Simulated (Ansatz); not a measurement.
# AlBH₂ (triplet): from Hartree-Fock to the top rungs at scale of all distances = 0.891, 6-31G

Aim: climb from Hartree-Fock through coupled cluster and multireference methods for AlBH₂ (triplet) at one geometry and basis, and see what each rung misses.

Method: 6-31G, core rule «outside noble gas», up to 6 orbitals frozen; program: Ansatz 0.2.0, Gaussian basis.

To be run: UHF; CCSD(T) on ROHF; CCSD(T) on UHF; BCCD(T) on ROHF; CISD as a restricted active space (open shells left free, so some higher excitations enter); CCSDT(Q) on ROHF; CCSDT(Q) on UHF; CISDTQ; CASSCF and MRCISD+Q, 4 electrons in 4 orbitals; CASSCF and NEVPT2, 4 electrons in 4 orbitals; CASSCF and MRCISD+Q, 8 electrons in 10 orbitals; CASSCF and NEVPT2, 8 electrons in 10 orbitals; Full CI.

14 further runs of the same task are left out: 13 that didn't finish, 1 set aside as unsound or not needed. Runs told in other sessions of the task aren't counted.

### Step 1. The geometry

The geometry derives from a PBE0/def2-TZVP stationary point (not a proven minimum). All distances are scaled together.

4 atoms, charge 0, spin multiplicity 3.

Atoms are counted from 1 here; the program's logs count them from 0.

Bond lengths: B1–Al2 1.834 Å, B1–H3 1.065 Å, B1–H4 1.065 Å. Angles: Al2–B1–H3 115.6°, Al2–B1–H4 115.6°, H3–B1–H4 128.7°.

### Step 2. UHF

Input file in.yaml:

```yaml
crystal:
  periodic: [false, false, false]
  atoms:
    - {symbol: B, position_ang: [0.000000, 0.000000, 1.219678]}
    - {symbol: Al, position_ang: [0.000000, 0.000000, -0.614247]}
    - {symbol: H, position_ang: [0.000000, 0.960152, 1.680358]}
    - {symbol: H, position_ang: [0.000000, -0.960152, 1.680358]}
basis:
  gaussian: {orbitals: 6-31G}
magnetization: {spin_polarized: true, initial_magnetization: 2}
hamiltonian: {xc: hf}
output: {orbitals: {seedname: orbitals}}
```

Run with:

```
$ ansatz run in.yaml --threads 1 --pin off --events-out ev --progress --plain --max-ram 2393MiB
```

The runs that follow: CCSD(T) on ROHF; CCSD(T) on UHF; BCCD(T) on ROHF; CISD as a restricted active space (open shells left free, so some higher excitations enter); CCSDT(Q) on ROHF; CCSDT(Q) on UHF; CISDTQ; CASSCF and MRCISD+Q, 4 electrons in 4 orbitals; CASSCF and NEVPT2, 4 electrons in 4 orbitals; CASSCF and MRCISD+Q, 8 electrons in 10 orbitals; CASSCF and NEVPT2, 8 electrons in 10 orbitals; Full CI.

Before running them: what should the planned runs give, taken together? Wanted: FCI from the RHF energy; RMP2 from FCI; UMP2 from FCI; RCCSD from FCI; RCCSD(T) from FCI; UCCSD(T) from FCI; RCCSDT(Q) from FCI; UCCSDT(Q) from FCI; NEVPT2 pair from FCI.

As calculated:

| quantity | value |
| --- | --- |
| FCI from the ROHF energy | -2.7788 eV |
| RMP2 from FCI | +750.3 meV |
| UMP2 from FCI | +719.4 meV |
| RCCSD from FCI | +100.4 meV |
| RCCSD(T) from FCI | +26.8 meV |
| UCCSD(T) from FCI | +24.6 meV |
| RCCSDT(Q) from FCI | +0.9 meV |
| UCCSDT(Q) from FCI | +0.4 meV |
| NEVPT2 pair from FCI | +622.5 meV |
| MRCISD+Q pair from FCI | +41.5 meV |
| NEVPT2 valence from FCI | +266.5 meV |
| levels within 1 kcal/mol (43 meV) | RCCSD(T), UCCSD(T), BCCD(T), RCCSDT, UCCSDT, CISDTQ, RCCSDT(Q), UCCSDT(Q), MRCISD+Q pair, MRCISD valence, MRCISD+Q valence |
| T1 diagnostic | 0.042 |
| effectively unpaired electrons | 2.04 |

What this shows: RCCSD(T) misses by +26.8 meV, 1.0 % of the correlation energy. The occupations are near whole numbers, but T1 = 0.042 shows that the orbitals relax strongly. Of the multireference levels listed MRCISD+Q valence comes nearest in total energy (+21.5 meV), which doesn't show that its space is the better one. These misses are within one basis, not against nature; the frozen cores of restricted and unrestricted runs differ, which can shift their rows.

Levels on UHF freeze UHF's core orbitals, full CI those of ROHF, so the U rows can settle a little off it for that reason alone.

With open shells the CI space here admits some higher excitations, so it is larger than plain CISD.
